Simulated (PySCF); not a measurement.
Simulated Si 2p region for `Cl[Si]Cl`, binding energy against the vacuum level.

Every computed line was given a Gaussian of 0.7 eV full width at half maximum and an area set by the number of equivalent atoms (split 2:1 within a doublet); the highest printed point is 100. Computed, not measured: PySCF 2.14.0, delta-SCF UKS SCAN, pcX-2 on the ionised atom, pcseg-1 elsewhere, spin-free X2C.

```json
{"binding energy (eV)": "108.3", "intensity": "0"}
{"binding energy (eV)": "108.4", "intensity": "1"}
{"binding energy (eV)": "108.5", "intensity": "3"}
{"binding energy (eV)": "108.6", "intensity": "6"}
{"binding energy (eV)": "108.7", "intensity": "13"}
{"binding energy (eV)": "108.8", "intensity": "24"}
{"binding energy (eV)": "108.9", "intensity": "39"}
{"binding energy (eV)": "109.0", "intensity": "58"}
{"binding energy (eV)": "109.1", "intensity": "77"}
{"binding energy (eV)": "109.2", "intensity": "92"}
{"binding energy (eV)": "109.3", "intensity": "100"}
{"binding energy (eV)": "109.4", "intensity": "99"}
{"binding energy (eV)": "109.5", "intensity": "92"}
{"binding energy (eV)": "109.6", "intensity": "82"}
{"binding energy (eV)": "109.7", "intensity": "73"}
{"binding energy (eV)": "109.8", "intensity": "66"}
{"binding energy (eV)": "109.9", "intensity": "59"}
{"binding energy (eV)": "110.0", "intensity": "52"}
{"binding energy (eV)": "110.1", "intensity": "43"}
{"binding energy (eV)": "110.2", "intensity": "32"}
{"binding energy (eV)": "110.3", "intensity": "22"}
{"binding energy (eV)": "110.4", "intensity": "14"}
{"binding energy (eV)": "110.5", "intensity": "8"}
{"binding energy (eV)": "110.6", "intensity": "4"}
{"binding energy (eV)": "110.7", "intensity": "2"}
{"binding energy (eV)": "110.8", "intensity": "1"}
{"binding energy (eV)": "110.9", "intensity": "0"}
```

Task: Count the maxima, the lines and the sites behind this envelope.

Result: The curve has 1 maximum (at 109.3 eV). Under it lie 2 lines from 1 inequivalent silicon site, drawn as a 2p3/2, 2p1/2 pair. At this width some lines have no maximum of their own.

Task: Decompose the envelope and assign each component. Bonds: Si1–Cl2, Si1–Cl3.

Result: 
```
position (eV)  relative area      line  atoms             environment
       109.30           0.67  Si 2p3/2    Si1  silicon bonded to 2 Cl
       109.93           0.33  Si 2p1/2    Si1  silicon bonded to 2 Cl
```

The curve has no shake-up lines and no vibrational structure. The 2p values aren't plain energy differences: one relaxed spin-free 2p hole is combined with a matrix within the shell (ground-state 2p orbital-energy differences and spin–orbit coupling). 2p3/2, the mean of its two sublevels, lies a third of the splitting below the shell's mean and 2p1/2 two thirds above it; the statistical areas are 2:1. 2p1/2 minus 2p3/2 (ligand field included): Si 0.63 eV. Geometry: PBE0-D3(BJ)/def2-SVP; no solvent, vibrations or thermal averaging.
